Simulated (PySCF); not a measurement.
OS2: from structure and modes to constants

Method: PySCF, UPBE0, basis O def2-TZVP, S def2-TZVP (no relativity, density fitting).

The triplet minimum has Cs symmetry. Masses (u): O 15.99492, S 31.97207.

```xyz
3
charge 0 multiplicity 3, angstrom
O    -0.5112    0.0000   -1.5219
S    -0.8055    0.0000   -0.0670
S     1.0612    0.0000    0.8283
```

Harmonic wavenumbers (cm⁻¹): 165.6 (a', ×1), 492.3 (a', ×1), 1123.0 (a', ×1).

Q: Find the principal moments of inertia and the rotational constants. What kind of rotor is it?

A: About the centre of mass I = 17.746, 102.31, 120.06 u Å². With B = 16.8576/I this gives 0.9499, 0.1648, 0.1404 cm⁻¹. The molecule is an asymmetric top with κ = -0.94.

Q: What is the harmonic zero-point energy?

A: Half the sum of all 3 wavenumbers, 1781/2 = 890 cm⁻¹, which is 10.7 kJ/mol (1 cm⁻¹ = 0.0119627 kJ/mol).

Q: Find the vibrational entropy and heat capacity at 298.15 K.

A: With u = 1.43878 ω/T, each mode gives S = R[u/(eᵘ−1) − ln(1−e⁻ᵘ)] and C = R u² eᵘ/(eᵘ−1)².
| ω (cm⁻¹) | u | S (J/(mol K)) | C (J/(mol K)) |
| --- | --- | --- | --- |
| 165.6 | 0.799 | 10.40 | 7.89 |
| 492.3 | 2.376 | 2.84 | 5.30 |
| 1123.0 | 5.419 | 0.24 | 1.09 |
The sums over all modes are S = 13.5 and C = 14.3 J/(mol K); the softest mode gives 77 % of the entropy.

Q: Give the standard entropy (298.15 K, 1 bar) by its translational, rotational, vibrational and spin parts, and Cp.

A: Sackur–Tetrode with M = 79.94 u gives 163.5; rotation with symmetry number 1 gives 99.6; vibration 13.5; spin R ln 3 = 9.1. The total is 285.7 J/(mol K), and Cp = 4 R + 14.3 = 47.5 J/(mol K).

This need not be the most stable arrangement of these atoms.
